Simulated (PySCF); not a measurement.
# Frontier levels across methods

CH5ClSi.
Atom-mapped SMILES: `[SiH3:1][CH2:2][Cl:3]` (hydrogens: H4, H5, H6 on Si1; H7, H8 on C2)

Geometry (PBE0-D3(BJ)/def2-SVP, Å), atoms numbered from 1 in this order:
```xyz
8
CH5ClSi angstrom
Si    -0.2219    0.5257    0.3397
C      1.6654    0.3825    0.3793
Cl     2.3706    1.8706    1.0833
H     -0.7339    0.7054    1.7284
H     -0.6122    1.6925   -0.5026
H     -0.7946   -0.7268   -0.2455
H      2.0834    0.2549   -0.6300
H      1.9942   -0.4699    0.9915
```

Basis pcSseg-2 throughout (PySCF), one geometry. Isolated species at its PBE0-D3(BJ)/def2-SVP geometry, gas phase.

**Question.** How do the orbital energies, the gap and the dipole change with the method?

**Answer.** 
```
   method                    kind  HOMO (eV)  LUMO (eV)  gap (eV)  μ (D)  SCF cycles
     BLYP                     GGA      -6.72      -0.94      5.78   1.66          13
    B97-D                     GGA      -6.85      -0.93      5.92   1.69          13
      PBE                     GGA      -6.86      -1.04      5.81   1.66          13
     OPBE                     GGA      -6.86      -0.93      5.93   1.65          13
      KT2                     GGA      -6.94      -1.13      5.81   1.71          13
     BP86                     GGA      -6.95      -1.06      5.89   1.68          12
      LDA                     LDA      -6.96      -1.21      5.75   1.70          12
      KT3                     GGA      -6.97      -1.13      5.84   1.68          13
    B97-2           global hybrid      -7.94      -0.16      7.78   1.75          12
    B3LYP           global hybrid      -7.95      -0.40      7.55   1.75          12
     PBE0           global hybrid      -8.18      -0.15      8.03   1.76          12
 mPW1PW91           global hybrid      -8.21      -0.16      8.05   1.76          12
BHandHLYP           global hybrid      -9.41       0.59     10.00   1.85          11
CAM-B3LYP  range-separated hybrid      -9.56       0.74     10.30   1.81          11
  wB97X-D  range-separated hybrid     -10.06       1.58     11.65   1.80          12
  LC-wPBE  range-separated hybrid     -10.95       1.89     12.85   1.82          12
       HF            Hartree–Fock     -11.34       2.40     13.74   1.99          10
```

The HOMO spans 4.62 eV, from BLYP down to HF, and the gap runs from 5.75 eV (LDA) to 13.74 eV (HF). Over the methods BLYP (0 %), B97-D (0 %), PBE (0 %), OPBE (0 %), KT2 (0 %), BP86 (0 %), LDA (0 %), KT3 (0 %), B97-2 (21 %), B3LYP (20 %), PBE0 (25 %), mPW1PW91 (25 %), BHandHLYP (50 %), HF (100 %), a straight line through the gap against the share of exact exchange rises by 0.80 eV for each 10 % (correlation coefficient 0.999). The dipole ranges from 1.65 D (OPBE) to 1.99 D (HF). This basis has no diffuse functions.
